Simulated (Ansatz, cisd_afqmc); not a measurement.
System: SiH3, charge 0, doublet. SiH3 (SMILES [SiH3], doublet).
B3LYP-D3(BJ)/def2-TZVP minimum from Ansatz (an electronic-structure program):
```xyz
4

Si    -0.0021     0.0010     0.0803
H      0.0008     1.4066    -0.3921
H      1.2360    -0.7020    -0.3341
H     -1.2075    -0.7183    -0.3975
```
Charge 0, spin multiplicity 2.

Total energies in cc-pV(T+d)Z, 7 correlated electrons, 5 frozen orbitals. Open shells are spin-unrestricted; no spin-orbit coupling. Cores are frozen in correlated methods. No relativity. The Monte Carlo rows (phaseless AFQMC, CISD trial, step 0.005/hartree) carry one-sigma bars that omit the constraint's bias. Outlying blocks are dropped, and bars are widened where a walk drifts. Over all cases where full CI ran beside it in this data, AFQMC minus full CI had a median of +0.1 mEh and passed +0.4 mEh in a tenth of the cases.

```tsv
method	program	energy (Eh)	minus CCSDT(Q) (mEh)
HF	Ansatz	-290.64257	146.86
MP2	Ansatz	-290.75890	30.53
CCSD	Ansatz	-290.78507	4.36
CCSD(T)	Ansatz	-290.78856	0.87
CCSDT(Q)	Ansatz	-290.78943	0.00
AFQMC/CISD	cisd_afqmc	-290.7893 ± 0.0002	0.1 ± 0.2
```

Rough core times of Ansatz's runs on a shared machine: CCSD(T) under 20 s, CCSDT(Q) 2 min.
